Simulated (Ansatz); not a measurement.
Relaxation of CH₇BN (10 atoms, charge 0, multiplicity 2), to a largest force component of 0.03 eV/Å in at most 50 steps.

Theory: Ansatz, UKS BHLYP/def2-SVP.

```xyz
10
Properties=species:S:1:pos:R:3:forces:R:3
B 0.010 -0.327 -0.532 0.08 0.07 -0.10
H -0.196 -0.357 1.852 0.04 0.06 0.38
N 1.307 -0.033 -0.877 -0.07 -0.04 0.00
H 2.059 -0.701 -0.856 -0.02 -0.01 -0.01
H 1.597 0.884 -1.177 0.04 0.04 0.00
H -0.888 0.467 -0.534 -0.01 -0.05 -0.02
C -0.033 -0.057 2.898 -0.04 -0.06 -0.24
H -0.523 -0.775 3.558 0.00 0.01 0.01
H 1.038 -0.038 3.109 -0.01 -0.01 -0.01
H -0.455 0.937 3.059 0.00 -0.01 0.01
```

**Question.** Where does it end, and by what steps?

**Answer.** The forces met the threshold. The force dipped under the threshold on the way, but the program's further checks kept it going. After 7 steps the energy has fallen by 0.036 eV; H2 moved furthest, 0.49 Å.

```
step  energy less start (eV)  largest force component (eV/Å)  accepted
   0                  0.0000                           0.376       yes
   1                 -0.0276                           0.226       yes
   2                 -0.0336                           0.111       yes
   3                 -0.0162                           0.777        no
   4                 -0.0346                           0.019       yes
   5                 -0.0356                           0.020       yes
   6                 -0.0361                           0.028       yes
   7                 -0.0363                           0.015       yes
```

```xyz
10
Properties=species:S:1:pos:R:3
B 0.074 -0.303 -0.895
H -0.454 -0.519 2.240
N 1.389 -0.001 -1.144
H 2.124 -0.688 -1.141
H 1.718 0.932 -1.342
H -0.830 0.484 -0.886
C -0.112 -0.085 3.182
H -0.474 -0.691 4.015
H 0.979 -0.061 3.197
H -0.499 0.932 3.276
```

Whether the end is a true minimum wasn't checked by a vibrational analysis.

Run time: 15 s on 2 threads of Arm Neoverse V2, on a shared host, peak memory 0.17 GiB.
